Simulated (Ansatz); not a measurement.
# H3N: relaxing the atoms, harmonic vibrations and single point, part 2 of 2

Aim: for H3N, 9 runs in a chain (relaxing the atoms, harmonic vibrations and single point).

Ansatz 0.2.0; DFT wB97X-V, Gaussian basis aug-cc-pVTZ, and further levels as typed in the inputs. The steps go on from the part before.

### Step 8. Relaxing the atoms

Contents of input.yaml:

```yaml
relax:
  f_tol: 0.001
  max_steps: 200
crystal:
  periodic: [false, false, false]
  atoms:
    - { symbol: "N", position_ang: [0.0, 0.0, 0.0] }
    - { symbol: H, position_ang: [0.0, 0.0, 1.055] }
    - { symbol: H, position_ang: [0.0, -0.913657, -0.5275] }
    - { symbol: H, position_ang: [0.0, 0.913657, -0.5275] }
magnetization:
  spin_polarized: true
  initial_magnetization: 2
basis:
  gaussian:
    orbitals: aug-cc-pVTZ
    occupation: { up: { A1: 4, B1: 1, B2: 1 }, down: { A1: 3, B2: 1 } }
hamiltonian:
  xc: { name: wB97X-V }
output:
  orbitals: {}
```

Launch:

```console
$ ansatz run input.yaml --threads 4 --pin off --max-ram 6144MiB --backend cpu --events-out ev --progress --plain --runs-dir out
```

What it wrote (excerpt; [...] marks lines left out):

```text
Warning: RAYON_NUM_THREADS=4 ignored (pool sized by the plan → 4); use --threads N
[...]
Functional definition: wB97X-V
[...]
      + integral(e_c_pw_opposite_spin*poly(b97_u_opposite, cos0, cos1)) + vv10(b, c)
397 factors; their error is unknown
172 factors; integrals over basis functions are off by at most 1.4e-5 eV
[...]
mean field -1533.56083401 eV, -56.3573211651 hartree, gradient 4.6e-6 eV, S^2 2.002438; 0 other end points of the search recorded, 0 dependent functions left out
[...]
reference -1533.56083677 eV, -56.3573212664 hartree; 6, 4 occupied and 109, 111 virtual orbitals, 397 factors
relax step   1: F+E_penalty+E_count = -1533.56083401 eV  Δ(F+E_penalty+E_count) = +0.000e0 eV  max|allowed force component| = 3.564e-1 eV/Å  Δτ_max = 0.0000 Å  (57 SCF iters, accepted)
[...]
relax step   3: F+E_penalty+E_count = -1533.56811673 eV  Δ(F+E_penalty+E_count) = -1.833e-3 eV  max|allowed force component| = 7.592e-3 eV/Å  Δτ_max = 0.0067 Å  (38 SCF iters, accepted)
[...]
relax step   4: F+E_penalty+E_count = -1533.56812029 eV  Δ(F+E_penalty+E_count) = -3.553e-6 eV  max|allowed force component| = 6.830e-5 eV/Å  Δτ_max = 0.0003 Å  (28 SCF iters, accepted)
397 factors; their error is unknown
172 factors; integrals over basis functions are off by at most 1.4e-5 eV
mean field -1533.56812029 eV, -56.3575889308 hartree, gradient 2.1e-6 eV, S^2 2.002418; 1 other end points of the search recorded, 0 dependent functions left out
[...]
reference -1533.56812309 eV, -56.3575890337 hartree; 6, 4 occupied and 109, 111 virtual orbitals, 397 factors
Total energy: -1533.56812309 eV, -56.3575890337 hartree
Atom 0 at     0.000000    -0.000000    -0.000000 Å, force     0.000000     0.000000     0.000015 eV/Å
Atom 1 at    -0.000000    -0.000000     1.068894 Å, force     0.000000    -0.000000    -0.000068 eV/Å
Atom 2 at    -0.000000    -0.925686    -0.534447 Å, force     0.000000     0.000054     0.000027 eV/Å
Atom 3 at    -0.000000     0.925686    -0.534447 Å, force    -0.000000    -0.000054     0.000027 eV/Å
Dipole moment:     0.000000     0.000000    -0.000069 e Å
```

Wall time 4.5 s (4 threads of Intel Xeon 6975P-C (Granite Rapids), shared host); peak memory 0.22 GiB.

The steps of the relaxation:

| step | energy from step 1 (eV) | largest force component (eV/Å) |
| --- | --- | --- |
| 1 | 0.0000 | 0.3564 |
| 2 | -0.0054 | 0.1756 |
| 3 | -0.0073 | 0.0076 |
| 4 | -0.0073 | 0.0001 |

Step 1 is the start.

Before: Bond lengths: N1–H2 1.055 Å, N1–H3 1.055 Å, N1–H4 1.055 Å. Angles: H2–N1–H3 120.0°, H2–N1–H4 120.0°, H3–N1–H4 120.0°.

After: Bond lengths: N1–H2 1.069 Å, N1–H3 1.069 Å, N1–H4 1.069 Å. Angles: H2–N1–H3 120.0°, H2–N1–H4 120.0°, H3–N1–H4 120.0°.

### Step 9. Harmonic vibrations

It takes the final geometry of step 8.

Contents of input.yaml:

```yaml
crystal:
  periodic: [false, false, false]
  atoms:
    - { symbol: "N", position_ang: [1.2e-07, 0.0, -4.3e-07] }
    - { symbol: H, position_ang: [-4.0e-08, 0.0, 1.06889449] }
    - { symbol: H, position_ang: [-4.0e-08, -0.92568582, -0.53444703] }
    - { symbol: H, position_ang: [-4.0e-08, 0.92568582, -0.53444703] }
magnetization:
  spin_polarized: true
  initial_magnetization: 2
basis:
  gaussian:
    orbitals: aug-cc-pVTZ
    initial_orbitals: start.molden
    maximum_overlap: true
hamiltonian:
  xc: { name: wB97X-V }
phonons: {}
```

Launch:

```console
$ ansatz run input.yaml --threads 4 --pin off --max-ram 6144MiB --backend cpu --events-out ev --progress --plain --runs-dir out
```

What it wrote (excerpt; [...] marks lines left out):

```text
Warning: RAYON_NUM_THREADS=4 ignored (pool sized by the plan → 4); use --threads N
[...]
[... 1 set-up line as earlier in the session ...]
[...]
      + integral(e_c_pw_opposite_spin*poly(b97_u_opposite, cos0, cos1)) + vv10(b, c)
[...]
397 factors; their error is unknown
198 factors; integrals over basis functions are off by at most 1.1e-5 eV
[...]
mean field -1533.56812035 eV, -56.3575889331 hartree, gradient 3.4e-6 eV, S^2 2.002418; 0 other end points of the search recorded, 0 dependent functions left out
[...]
reference -1533.56812315 eV, -56.3575890360 hartree; 6, 4 occupied and 109, 111 virtual orbitals, 397 factors
[...]
397 factors; their error is unknown
198 factors; integrals over basis functions are off by at most 1.1e-5 eV
[...]
mean field -1533.56802313 eV, -56.3575853603 hartree, gradient 2.6e-6 eV, S^2 2.002418; 0 other end points of the search recorded, 0 dependent functions left out
[...]
397 factors; their error is unknown
198 factors; integrals over basis functions are off by at most 1.1e-5 eV
mean field -1533.56810703 eV, -56.3575884436 hartree, gradient 2.1e-6 eV, S^2 2.002418; 0 other end points of the search recorded, 0 dependent functions left out
[...]
reference -1533.56810983 eV, -56.3575885465 hartree; 6, 4 occupied and 109, 111 virtual orbitals, 397 factors
Total energy: -1533.56812315 eV, -56.3575890360 hartree
Atom 0 at     0.000000     0.000000    -0.000000 Å, force     0.000000     0.000000     0.000015 eV/Å
Atom 1 at    -0.000000     0.000000     1.068894 Å, force     0.000000    -0.000000    -0.000068 eV/Å
Atom 2 at    -0.000000    -0.925686    -0.534447 Å, force     0.000000     0.000054     0.000027 eV/Å
Atom 3 at    -0.000000     0.925686    -0.534447 Å, force    -0.000000    -0.000054     0.000027 eV/Å
Dipole moment:     0.000000    -0.000000    -0.000069 e Å
Vibrations: 936.70 1132.66 1132.69 2439.65 2439.71 2557.60 cm⁻¹, zero-point energy 0.659534 eV
Checks for a lower state left out: stability, starts, cluster_reference, orbital_swaps, neighbouring_geometries, increment
```

Run time: 5.1 s. Hardware: 4 threads of Intel Xeon 6975P-C (Granite Rapids), shared host; peak memory 0.19 GiB.

Harmonic frequencies from the force constants, with rigid motions projected out (i: imaginary):

```csv
mode,cm⁻¹
1,937
2,1133
3,1133
4,2440
5,2440
6,2558
```

### Step 10. Single point

It takes the final geometry of step 6.

Contents of input.yaml:

```yaml
crystal:
  periodic: [false, false, false]
  atoms:
    - { symbol: "N", position_ang: [0.0, 0.0, -1.8e-07] }
    - { symbol: H, position_ang: [0.0, 0.0, 1.06076106] }
    - { symbol: H, position_ang: [0.0, -0.91864221, -0.53038044] }
    - { symbol: H, position_ang: [0.0, 0.91864221, -0.53038044] }
magnetization:
  spin_polarized: true
  initial_magnetization: 2
basis:
  gaussian:
    orbitals: aug-cc-pVTZ
    occupation: { up: { A1: 4, B1: 1, B2: 1 }, down: { A1: 3, B2: 1 } }
hamiltonian:
  xc: { name: wB97X-V }
```

Launch:

```console
$ ansatz run input.yaml --threads 4 --pin off --max-ram 6144MiB --backend cpu --events-out ev --progress --plain --runs-dir out
```

What it wrote (excerpt; [...] marks lines left out):

```text
Warning: RAYON_NUM_THREADS=4 ignored (pool sized by the plan → 4); use --threads N
[...]
[... 1 set-up line as earlier in the session ...]
[...]
      + integral(e_c_pw_opposite_spin*poly(b97_u_opposite, cos0, cos1)) + vv10(b, c)
397 factors; their error is unknown
172 factors; integrals over basis functions are off by at most 1.4e-5 eV
[...]
mean field -1533.56566243 eV, -56.3574986062 hartree, gradient 4.4e-6 eV, S^2 2.002431; 0 other end points of the search recorded, 0 dependent functions left out
reference -1533.56566521 eV, -56.3574987082 hartree; 6, 4 occupied and 109, 111 virtual orbitals, 397 factors
Total energy: -1533.56566521 eV, -56.3574987082 hartree
```

Wall time 1.8 s (4 threads of Intel Xeon 6975P-C (Granite Rapids), shared host); peak memory 0.2 GiB.

### Step 11. Summary of results

The summary covers parts 1 to 2.

```
step                                             level  set  energy above the lowest (eV)  charge  2S+1 typed  ⟨S²⟩  dipole (D)   time
   2               wB97X-V, Gaussian basis aug-cc-pVTZ    A                         0.000       0           1  0.00        1.53  3.7 s
   3               wB97X-V, Gaussian basis aug-cc-pVTZ    A                         0.000       0           1  0.00        1.53    9 s
   4               wB97X-V, Gaussian basis aug-cc-pVTZ    A                         0.200       0           1  0.00        0.00    2 s
   5               wB97X-V, Gaussian basis aug-cc-pVTZ    A                         0.200       0           1  0.00        0.00    3 s
   6  unrestricted wB97X-V, Gaussian basis aug-cc-pVTZ    B                           n/a       0           1  1.00        0.00  4.2 s
   7  unrestricted wB97X-V, Gaussian basis aug-cc-pVTZ    C                         0.188       0           1  1.00        0.00  5.6 s
   8  unrestricted wB97X-V, Gaussian basis aug-cc-pVTZ    D                         0.000       0           3  2.00        0.00  4.5 s
   9  unrestricted wB97X-V, Gaussian basis aug-cc-pVTZ    C                         0.000       0           3  2.00        0.00  5.1 s
  10  unrestricted wB97X-V, Gaussian basis aug-cc-pVTZ    D                         0.002       0           3  2.00         n/a  1.8 s
```

Energies compare only among runs of one formula, size, charge, level and basis; each such set counts from its lowest member. The letters name the sets, whose settings differ as the inputs show.

| quantity | value |
| --- | --- |
| harmonic frequencies (step 3) | 1026 to 3634 cm⁻¹ |
| zero-point energy (step 3) | 0.939 eV |
| harmonic frequencies (step 5) | -807 to 3846 cm⁻¹ |
| zero-point energy (step 5) | 0.898 eV |
| harmonic frequencies (step 7) | 862 to 2634 cm⁻¹ |
| zero-point energy (step 7) | 0.691 eV |
| harmonic frequencies (step 9) | 937 to 2558 cm⁻¹ |
| zero-point energy (step 9) | 0.660 eV |

What this shows: In steps 6, 7 ⟨S²⟩ lies far over S(S+1): such a determinant mixes spin states (near 1 for a typed singlet, half singlet and half triplet), so its energy isn't that of the typed multiplicity. The inputs of steps 6, 8, 10 type the occupation by symmetry, which holds a chosen state, often an excited one: rows differ by state, as the inputs show, and not by level alone. In step 3 all modes are real: a minimum. In step 5 one mode is imaginary: a first-order saddle point. In step 7 all modes are real: a minimum. In step 9 all modes are real: a minimum.
